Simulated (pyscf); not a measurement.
This saddle point was located with ωB97X-D3(BJ)/def2-SVP in PySCF.

```xyz
14

C      0.8092    -0.6653     0.3616
C     -0.1875     0.2491     0.1578
C     -0.5148     0.7511    -1.1929
C     -1.6721     1.3313    -1.5274
H      0.9536    -1.1434     1.3342
H      1.5342    -0.8936    -0.4267
H     -0.9752     0.3466     0.9134
H      0.2605     0.6085    -1.9566
H     -1.8686     1.6682    -2.5491
H     -2.4651     1.4873    -0.7872
C      0.6684     2.2124     0.9599
H      1.0111     1.9350     1.9609
H     -0.2340     2.8272     0.8955
H      1.4452     2.4097     0.2160
```
Charge 0, spin multiplicity 2.

Surface: doublet, charge 0. Lowest wavenumbers (cm⁻¹): 508i, 110, 127, 187, 257.

**Question.** Name the species on either side of this saddle.

**Answer.** 1,3-butadiene (H₂C=CH–CH=CH₂) + methyl (CH₃•) <-> •H₂C–CH(CH₃)–CH=CH₂, an addition read from left to right: none broken and C–C formed. At ωB97M-D3(BJ)/def2-TZVP it lies +7.8 kcal/mol from the left side and +30.4 kcal/mol from the right (each side as separated species at their lowest minima found). •H₂C–CH(CH₃)–CH=CH₂ lies 20.0 kcal/mol over its isomer cyclic C₅H₉ (SMILES [CH]1CCCC1) [doublet] (electronic energy, ωB97M-D3(BJ)/def2-TZVP). One saddle was located; it need not be the lowest between these sides.
